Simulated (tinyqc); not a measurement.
Inside a calculation. Method: extended Hueckel theory, for LiF. Computed by tinyqc, a small Python program that keeps every step (integrals from PySCF). Settings: charge = 0, K = 1.75, multiplicity = 1. Command: `OMP_NUM_THREADS=1 python tinyqc.py 20551 20552 out.jsonl` (the two numbers bound the seeds that draw the settings). One thread of a shared host (Intel(R) Xeon(R) Processor @ 2.60GHz), about 0.01 s of CPU time with the checks.

## Overlaps

Geometry (angstrom):
```
atom,x,y,z
Li,0.000000,0.000000,0.000000
F,0.000000,0.000000,1.788000
```

Parameters chosen for this run:
```
element,shell,Slater exponent,H_ii (eV)
Li,2s,0.650000,-5.400000
Li,2p,0.650000,-3.500000
F,2s,2.425000,-40.000000
F,2p,2.425000,-18.100000
```

Slater orbitals, each expanded in six Gaussians scaled to its exponent.

overlap S, lower triangle:
```
,1Li 2s,1Li 2px,1Li 2py,1Li 2pz,2F 2s,2F 2px,2F 2py,2F 2pz
1Li 2s,1.000000
1Li 2px,0.000000,1.000000
1Li 2py,0.000000,0.000000,1.000000
1Li 2pz,0.000000,0.000000,0.000000,1.000000
2F 2s,0.245079,0.000000,0.000000,0.379794,1.000000
2F 2px,0.000000,0.109502,0.000000,0.000000,0.000000,1.000000
2F 2py,0.000000,0.000000,0.109502,0.000000,0.000000,0.000000,1.000000
2F 2pz,-0.071521,0.000000,0.000000,-0.091599,0.000000,0.000000,0.000000,1.000000
```

## Wolfsberg-Helmholz matrix

diagonal H_ii (eV): 1Li 2s -5.400000, 1Li 2px -3.500000, 1Li 2py -3.500000, 1Li 2pz -3.500000, 2F 2s -40.000000, 2F 2px -18.100000, 2F 2py -18.100000, 2F 2pz -18.100000

K = 1.750000

H_ij = K' S_ij (H_ii + H_jj)/2 for i != j (the diagonal keeps H_ii), with K' = 1.75.

H (eV), lower triangle:
```
,1Li 2s,1Li 2px,1Li 2py,1Li 2pz,2F 2s,2F 2px,2F 2py,2F 2pz
1Li 2s,-5.400000
1Li 2px,0.000000,-3.500000
1Li 2py,0.000000,0.000000,-3.500000
1Li 2pz,0.000000,0.000000,0.000000,-3.500000
2F 2s,-9.735745,0.000000,0.000000,-14.455926,-40.000000
2F 2px,0.000000,-2.069590,0.000000,0.000000,0.000000,-18.100000
2F 2py,0.000000,0.000000,-2.069590,0.000000,0.000000,0.000000,-18.100000
2F 2pz,1.470641,0.000000,0.000000,1.731230,0.000000,0.000000,0.000000,-18.100000
```

## Orbitals

valence electrons = 8

Solve H C = S C e through S^(-1/2); fill by pairs from the bottom, a degenerate level sharing its electrons equally; each orbital has its largest coefficient positive (the first on a tie).

orbital energies (eV): -40.015292  -18.102361  -18.100525  -18.100525  -4.895045  -3.302868  -3.302868  4.931129

occupations: 2.000000  2.000000  2.000000  2.000000  0.000000  0.000000  0.000000  0.000000

coefficients:
```
,MO1,MO2,MO3,MO4,MO5,MO6,MO7,MO8
1Li 2s,-0.002151,-0.012181,0.000000,0.000000,0.886186,0.000000,0.000000,0.545728
1Li 2px,0.000000,0.000000,-0.001175,0.005876,0.000000,-0.632283,0.782508,0.000000
1Li 2py,0.000000,0.000000,0.005876,0.001175,0.000000,0.782508,0.632283,0.000000
1Li 2pz,-0.020580,-0.002939,0.000000,0.000000,-0.465391,0.000000,0.000000,0.988981
2F 2s,1.008166,0.003965,0.000000,0.000000,-0.048486,0.000000,0.000000,-0.492340
2F 2px,0.000000,0.000000,-0.196007,0.979915,0.000000,0.072980,-0.090319,0.000000
2F 2py,0.000000,0.000000,0.979915,0.196007,0.000000,-0.090319,-0.072980,0.000000
2F 2pz,-0.001953,0.998790,0.000000,0.000000,0.029988,0.000000,0.000000,0.136941
```

sum of one-electron energies = -188.637405 eV

Within a degenerate level the vectors are fixed only up to a rotation; this is one choice.

## Mulliken analysis

P = C n C^T; charge = valence electrons (Li 1, F 7) minus the sum of (P S)_ii on the atom; overlap population = 2 sum P_ij S_ij between two atoms.

charges: 1Li 1.010649, 2F -1.010649

Overlap populations:
```
pair,value
2-1,-0.023925
```
